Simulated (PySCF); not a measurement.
CH3, SMILES [CH3] (connectivity only; charge and spin as stated), charge +1, multiplicity 1. Atoms are numbered in the order given.

```xyz
4

C      0.0000     0.0000     0.0000
H      1.0918     0.0000     0.0000
H     -0.5459    -0.9455     0.0000
H     -0.5459     0.9455     0.0000
```
Charge +1, spin multiplicity 1.

Geometry optimised at B3LYP-D3(BJ)/def2-TZVPD. The spin state was assumed, not searched. The isomer is the one that the SMILES or the coordinates give; other isomers of the formula were not compared.

The numbers are results of PySCF 2.14.0 with B3LYP-D3(BJ)/def2-TZVPD, not measurements.

Harmonic, unscaled wavenumbers; measured fundamentals usually lie a few per cent lower.

Modes within 1.5 cm⁻¹ of each other (mostly degenerate sets) share a row, with their intensities summed.

| mode | ν (cm⁻¹) | IR (km/mol) | Raman (Å⁴/amu) | depolarisation | moving atoms (share of kinetic energy) |
|---|---|---|---|---|---|
| 1–2 | 1410 | 35.8 | 2.9 | 0.75 | H 91 %, C 9 % |
| 3 | 1423 | 8.5 | 0.0 | – | H 80 %, C 20 % |
| 4 | 3025 | 0.0 | 103.1 | 0.04 | H 100 % |
| 5–6 | 3215 | 137.6 | 29.7 | 0.75 | H 89 %, C 11 % |
